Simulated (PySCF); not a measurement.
Rock-salt NaCl: PBE at its full settings () and at cheaper ones, in a cell of 2 atoms.

```csv
level and setting,lattice constant a (Å),bulk modulus (GPa)
PBE (PySCF),5.711,23.4
PBE/GTH-DZVP (2×2×2 k mesh) (PySCF),5.862,20.9
PBE/GTH-SZV (2×2×2 k mesh) (PySCF),[?],[?]
```

Complete the blanks.


- PBE/GTH-SZV (2×2×2 k mesh) (PySCF), lattice constant a (Å): 5.874
- PBE/GTH-SZV (2×2×2 k mesh) (PySCF), bulk modulus (GPa): 23.8

Largest shifts from the full settings: lattice constant a +2.85 % (PBE/GTH-SZV (2×2×2 k mesh)), against a difference of +2.55 % of the full result from the reference 5.569 Å (measured, static lattice: zero-point anharmonic expansion removed; as tabulated in Mejia-Rodriguez and Trickey (2018), arXiv:1807.09216); bulk modulus -10.7 % (PBE/GTH-DZVP (2×2×2 k mesh)), against a difference of -15.2 % of the full result from the reference 27.6 GPa (measured, 0 K value with the zero-point phonon effect removed; as tabulated in Mejia-Rodriguez and Trickey (2018), arXiv:1807.09216).

Run with cheap settings on purpose, which may leave them unconverged: PBE/GTH-DZVP (2×2×2 k mesh), PBE/GTH-SZV (2×2×2 k mesh).
